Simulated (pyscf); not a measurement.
H₃C–CH•–CH₃ + hydrogen fluoride (HF) → H₃C–CH₂–F + methyl (CH₃•), a concerted two-bond exchange (doublet surface; C–C, F–H broken, C–F, C–H formed). Single points on ωB97X-D3(BJ)/def2-SVP structures (PySCF, gas phase). Energies in kcal/mol from the separated reactants.

Small-basis levels: PySCF, no dispersion term, spherical d functions. Open shells are spin-unrestricted. 

Task: Quick B3LYP/6-31G* single points give ΔE‡ = 44.6 kcal/mol and ΔE = +1.8 kcal/mol. What does ωB97M-D3(BJ)/def2-TZVP give, and how far is the quick result from it?

Result: ωB97M-D3(BJ)/def2-TZVP gives ΔE‡ = 54.1 kcal/mol and ΔE = +12.0 kcal/mol. B3LYP/6-31G* lies 9.5 kcal/mol under it in the barrier and 10.3 kcal/mol under it in the reaction energy, so on this step it does not hold to within 3.0 kcal/mol. ωB97M-D3(BJ)/def2-TZVP has limits of its own. On the reactant side the descent ends in a complex (not fully relaxed), 5.6 kcal/mol under the separated species and 59.7 kcal/mol under the saddle at ωB97X-D3(BJ)/def2-TZVP. The same reactants have a lower exit, to H₂C=CH–CH₃ + H• + HF (no saddle counted: cutting one bond, which may have a small barrier of its own, costs +40.8 kcal/mol at ωB97M-D3(BJ), against +54.1 kcal/mol here). This is the saddle that the search found; another between the same sides may lie lower.
